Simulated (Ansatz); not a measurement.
# SiH4 (SMILES [H][Si]([H])([H])[H]) at CCSD(T)/6-31G

Aim: the energy change on altering one bond length of SiH4 at CCSD(T)/6-31G, from 2 runs. 

The results are computed with Ansatz 0.2.0.

51 further runs of the same task are left out: 51 set aside as unsound or not needed.

### 1 The structure to begin with

The species is SiH4 (5 atoms), meant as a singlet with charge 0. As SMILES, `[H][Si]([H])([H])[H]`. Geometry: relaxed at GFN2-xTB.

Bond lengths: Si1–H2 1.461 Å, Si1–H3 1.461 Å, Si1–H4 1.461 Å, Si1–H5 1.461 Å. Angles: H2–Si1–H3 109.5°, H2–Si1–H4 109.5°, H2–Si1–H5 109.5°, H3–Si1–H4 109.5°, H3–Si1–H5 109.5°, H4–Si1–H5 109.5°.

### 2 The energy at CCSD(T)/6-31G

Contents of molecule.yaml:

```yaml
crystal:
  periodic: [false, false, false]
  atoms:
    - {symbol: Si, position_ang: [0.000060, -0.000040, 0.000090]}
    - {symbol: H, position_ang: [0.011300, -0.019430, 1.460880]}
    - {symbol: H, position_ang: [1.373450, 0.011260, -0.497760]}
    - {symbol: H, position_ang: [-0.696580, 1.196700, -0.465720]}
    - {symbol: H, position_ang: [-0.688230, -1.188490, -0.497490]}
basis:
  gaussian:
    orbitals: 6-31G
magnetization:
  spin_polarized: false
correlation:
  method: ccsd_t
  frozen_orbitals: {H: 0, Si: 5}
accuracy: high
scf:
  omitted_lower_state_checks: [cluster_reference, increment]
```

Launch:

```console
$ ansatz run molecule.yaml --threads 1 --pin off --max-ram 2610MiB --events-out events.jsonl --progress --plain --runs-dir runs
```

Log (excerpt; [...] marks lines left out):

```text
Warning: RAYON_NUM_THREADS=1 ignored (pool sized by the plan → 1); use --threads N
Functional definition: HF
  name "HF"
[...]
483 factors; integrals over basis functions are off by at most 3.5e-9 eV
[...]
mean field -7923.20820370 eV, -291.1725309425 hartree, gradient 5.1e-9 eV, S^2 0.000000; 0 other end points of the search recorded, 0 dependent functions left out
5 core orbitals not correlated: weight in the atoms' cores, before any rotation towards them, 1.000 or more for the frozen orbitals, at most 0.000 for the correlated occupied ones
reference -7923.20820370 eV, -291.1725309425 hartree; 4, 4 occupied and 12, 12 virtual orbitals, 483 factors
second order -1.65268952 eV of doubles, -0.00000000 eV of singles
cycle   1  -2.07358893 eV  change   -4.2e-1 eV  update   5.1e-2
[...]
cycle  16  -2.27492824 eV  change  -1.1e-11 eV  update  1.6e-10
perturbative correction -0.02183748 eV, -0.0008025125 hartree
Total energy: -7925.50496942 eV, -291.2569355258 hartree
Checks for a lower state left out: cluster_reference, increment
```

Run time: 0.2 s. Hardware: 1 thread of Intel Xeon Platinum 8488C (Sapphire Rapids), shared host.

### 3 The distorted shape at the same level

Contents of job.yaml:

```yaml
basis:
  gaussian:
    orbitals: 6-31G
crystal:
  periodic: [false, false, false]
  atoms:
    - {symbol: Si, position_ang: [0.174206, -0.299201, 0.116533]}
    - {symbol: H, position_ang: [0.185446, -0.318591, 1.577323]}
    - {symbol: H, position_ang: [1.547596, -0.287901, -0.381317]}
    - {symbol: H, position_ang: [-0.696580, 1.196700, -0.465720]}
    - {symbol: H, position_ang: [-0.514084, -1.487651, -0.381047]}
correlation:
  method: ccsd_t
  frozen_orbitals: {H: 0, Si: 5}
accuracy: high
scf:
  omitted_lower_state_checks: [cluster_reference, increment]
```

Launch:

```console
$ ansatz run job.yaml --threads 1 --pin off --max-ram 2610MiB --events-out events.jsonl --progress --plain --runs-dir runs
```

Log (excerpt; [...] marks lines left out):

```text
Warning: RAYON_NUM_THREADS=1 ignored (pool sized by the plan → 1); use --threads N
[... 2 set-up lines as earlier in the session ...]
[...]
479 factors; integrals over basis functions are off by at most 3.9e-9 eV
[...]
mean field -7922.55540255 eV, -291.1485409428 hartree, gradient 1.5e-8 eV, S^2 0.000000; 0 other end points of the search recorded, 0 dependent functions left out
5 core orbitals not correlated: weight in the atoms' cores, before any rotation towards them, 1.000 or more for the frozen orbitals, at most 0.000 for the correlated occupied ones
reference -7922.55540255 eV, -291.1485409428 hartree; 4, 4 occupied and 12, 12 virtual orbitals, 479 factors
second order -1.74474339 eV of doubles, -0.00000000 eV of singles
cycle   1  -2.20386953 eV  change   -4.6e-1 eV  update   5.9e-2
[...]
cycle  18  -2.45016449 eV  change  -8.0e-10 eV  update  7.4e-10
perturbative correction -0.02738020 eV, -0.0010062037 hartree
Total energy: -7925.03294724 eV, -291.2395890308 hartree
Checks for a lower state left out: cluster_reference, increment
```

Run time: 0.2 s. Hardware: 1 thread of Intel Xeon Platinum 8488C (Sapphire Rapids), shared host.

### 4 Summary of results

At CCSD(T)/6-31G, 5 core orbitals frozen:

| quantity | value |
| --- | --- |
| first shape: total energy | -291.25694 Eh |
| first shape: correlation energy (5 core orbitals frozen) | -84.4 mEh |
| first shape: (T) correction | -0.80 mEh |
| first shape: T1 diagnostic | 0.008 |
| distorted shape: total energy | -291.23959 Eh |
| distorted shape: correlation energy (5 core orbitals frozen) | -91.0 mEh |
| distorted shape: (T) correction | -1.01 mEh |
| distorted shape: T1 diagnostic | 0.009 |
| energy change with the Si1–H4 bond stretched from 1.461 to 1.826 Å | 0.472 eV |

What this shows: With the Si1–H4 bond stretched from 1.461 to 1.826 Å the energy rises by 0.47 eV (45.5 kJ/mol). The first shape isn't relaxed at this level, so the change isn't measured from a minimum. The triples (first shape) make up 1.0 % of the correlation energy. The triples (distorted shape) make up 1.1 % of the correlation energy.
